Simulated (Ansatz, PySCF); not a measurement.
Reaction (SMILES): ClB(Cl)Cl → ClB(Cl)Cl as triplet, charge 0 (to the triplet)

Wanted: adiabatic triplet-singlet gap, E(triplet) - E(singlet) (0 K, with zero-point energies), in eV. Set-up: no spin-orbit coupling; six Cartesian d functions in 6-31G* and its kin unless marked 5d; UHF or UKS for open shells; no dispersion term unless named; non-relativistic. Ab initio and DFT rows: single points at B3LYP-D3(BJ) geometries (Ansatz, a first-principles code), with unscaled harmonic terms from B3LYP/6-31G* at its own minima. Levels can end on unlike triplets.

```csv
species,coefficient,"E at M06-2X/6-31G* (5d) (PySCF), Eh","E at M06-2X/def2-TZVPD (PySCF), Eh","zero-point energy, kcal/mol"
ClB(Cl)Cl,-1,-1405.44630,-1405.57102,4.80
"ClB(Cl)Cl as triplet, charge 0",+1,-1405.26361,-1405.39292,3.44
```

 1 Eh = 27.2114 eV and 1 eV = 23.0605 kcal/mol.

Question: Work the quantity out at each level.

Answer: 
- M06-2X/6-31G* (5d): the sum of coefficient times E is 0.18269 Eh, or 4.971 eV; the thermal terms add -0.059. Result: 4.91 eV.
- M06-2X/def2-TZVPD: the sum of coefficient times E is 0.17810 Eh, or 4.846 eV; the thermal terms add -0.059. Result: 4.79 eV.
